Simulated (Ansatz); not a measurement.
Elastic constant C44 of some elemental metals

Method: revPBE (PAW; Ansatz, a quantum-chemistry and plane-wave program). References are measured values at low temperature. The table is a random draw of 6 from 9 solids with such references.

Values in GPa.

```json
[
 {"solid": "bcc Mo", "reference": "112¶", "revPBE": "97.0", "error (%)": "-13.4"},
 {"solid": "hcp Zr", "reference": "36.3", "revPBE": "28.4", "error (%)": "-22"},
 {"solid": "bcc Ta", "reference": "87.4¶", "revPBE": "72.9", "error (%)": "-16.6"},
 {"solid": "hcp Ti", "reference": "51", "revPBE": "45.1", "error (%)": "-11.6"},
 {"solid": "hcp Zn", "reference": "45.9§¶", "revPBE": "28.3", "error (%)": "-38"},
 {"solid": "hcp Mg", "reference": "18.4¶", "revPBE": "?", "error (%)": "?"}
]
```

Question: Estimate the withheld revPBE value.

Answer: The errors of the other rows run from -38 % to -11.6 %, with a median of -16.6 %; carried to the reference 18.4 it gives 15.3 GPa. The run gives 17.8 GPa (-3.3 %), +16.3 % from the estimate, outside the range of the other rows; the row was drawn at random, and such an estimate is rough. Over these 6 solids the mean error is -17.5 %, the mean absolute error 17.5 % (median 15.0 %), and the worst case hcp Zn at -38 %; the value is too low in 6 of 6 cases. Over all 9, from unrounded values, the mean error is -15.9 % and the mean absolute error 15.9 % (median 14.2 %). Caveats on values not shown: shear constants of such metals converge slowly with the k mesh (1).

All these references are low-temperature values that still hold zero-point motion.

Spin–orbit coupling is left out, also for the solids with elements from indium on (bcc Ta); its size isn't shown.

§ marks references from which a value of another source on file, of any temperature and not printed here, differs by over 15 %.

¶ marks references of a special kind: bcc Mo, 112 GPa (measured, 0 K, 300 K values taken to 0 K by the source's computed thermal shift; zero-point effects included; as tabulated in Gong and Corso (2024), arXiv:2406.16634); bcc Ta, 87.4 GPa (measured, 0 K, extrapolated to 0 K; zero-point effects included; as tabulated in Wang et al. (2022), arXiv:2209.12322); hcp Zn, 45.9 GPa (measured, 0 K, extrapolated to 0 K; zero-point effects included; as tabulated in Galib et al. (2023), arXiv:2209.08184); hcp Mg, 18.4 GPa (measured, 0 K, extrapolated to 0 K; zero-point effects included; as tabulated in Ibrahim et al. (2023), arXiv:2305.03577).

Differences are worked out from the printed values.

Each level is taken at its own relaxed cell. Caveats: shear constants of such metals converge slowly with the k mesh (bcc Mo, bcc Ta). Ansatz's density-functional and Hartree–Fock values are scalar-relativistic unless marked +SOC, with PAW data made under PBE.

Ansatz's runs of these crystals have no spin polarisation.

Not in this set, of the elemental metals with a reference value in our tables and a result at some level: 14 for a reference at room or unstated temperature; 12 for no value at revPBE (not run, a failed fit, an unstable or unbound cell, or a value held back for tests); 1 for sources at odds. These can be a level's best or worst cases. Solids without a released value at any level aren't counted. Layered and molecular crystals are counted apart. The metals Ce to Yb are counted apart.

References as tabulated in Gong and Corso (2024), arXiv:2406.16634; Clouet (2012), arXiv:1210.1082; Wang et al. (2022), arXiv:2209.12322; Ferrari et al. (2019), arXiv:1905.01197 and others.
